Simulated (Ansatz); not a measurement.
Predict the output of the script below (Ansatz's Python interface).

`ch4alcl.py`
```python
'''Stretching a bond of CH4AlCl, the rest held rigid.'''

import warnings

import ansatz
import numpy as np

BASIS = '6-31G*'
XC = 'pbe'

GEOMETRY = '''
C    -0.69660    0.50280   -0.29090
Al    0.85630   -0.51590    0.20920
Cl    0.66410   -2.07900    1.74610
H    -0.48190    1.63350   -0.10830
H    -1.61510    0.20200    0.27600
H    -0.95540    0.41710   -1.38340
H     2.28970   -0.22850   -0.49450
'''


def main() -> None:
    warnings.simplefilter('ignore', ansatz.DeckWarning)

    mol = ansatz.Crystal.molecule()
    for line in GEOMETRY.strip().splitlines():
        symbol, *xyz = line.split()
        mol = mol.atom(symbol, [float(v) for v in xyz])

    symbols = [site.symbol for site in mol.cartesian_sites]
    start = np.array([site.position_ang for site in mol.cartesian_sites])
    axis = (start[3] - start[0]) / np.linalg.norm(start[3] - start[0])
    moving = [3]
    lengths, energies = [1.025, 1.072, 1.119, 1.165, 1.212, 1.259, 1.305, 1.375], []
    for length in lengths:
        xyz = start.copy()
        xyz[moving] += (length - np.linalg.norm(start[3] - start[0])) * axis
        point = ansatz.Crystal.molecule()
        for symbol, xyz in zip(symbols, xyz):
            point = point.atom(symbol, xyz.tolist())
        calculation = point.calculation().basis(gaussian=BASIS).functional(XC)
        r = calculation.run(threads=1).report
        energies.append(r['free_energy_ev'])
        print(f'r = {length:6.3f} A  E = {energies[-1]:.5f} eV  <S^2> = {abs(r["mean_field"]["state"]["spin_squared"]):.3f}')

    # quartic fit about the minimum
    fit = np.polynomial.Polynomial.fit(lengths, np.array(energies) - min(energies), 4).convert()
    roots = [r.real for r in fit.deriv().roots() if abs(r.imag) < 1e-9 and fit.deriv(2)(r.real) > 0]
    r_e = min(roots, key=lambda r: abs(r - lengths[int(np.argmin(energies))]))
    print(f'minimum of the fit at {r_e:.4f} A, force constant {fit.deriv(2)(r_e):.2f} eV/A^2')


if __name__ == '__main__':
    main()
```

```console
$ python ch4alcl.py
r =  1.025 A  E = -20211.93216 eV  <S^2> = 0.000
r =  1.072 A  E = -20212.03456 eV  <S^2> = 0.000
r =  1.119 A  E = -20212.05190 eV  <S^2> = 0.000
r =  1.165 A  E = -20212.00607 eV  <S^2> = 0.000
r =  1.212 A  E = -20211.91071 eV  <S^2> = 0.000
r =  1.259 A  E = -20211.77869 eV  <S^2> = 0.000
r =  1.305 A  E = -20211.62339 eV  <S^2> = 0.000
r =  1.375 A  E = -20211.35340 eV  <S^2> = 0.000
minimum of the fit at 1.1066 A, force constant 31.54 eV/A^2
```

Reading the output:
- Total energies depend on the basis set; only differences at equal settings carry meaning.
- The rest of the molecule is held rigid at a force-field or estimated start geometry, and the basis set is modest; single-reference methods fail as a bond breaks.
- The orbitals are restricted, so S² is zero by construction.
- Run time: 8.9 s on 1 thread of Intel(R) Xeon(R) Platinum 8375C CPU @ 2.90GHz (Ice Lake), with other jobs on the host, peak memory 0.17 GiB.

(Lines on the test bed's own set-up are left out of the output.)
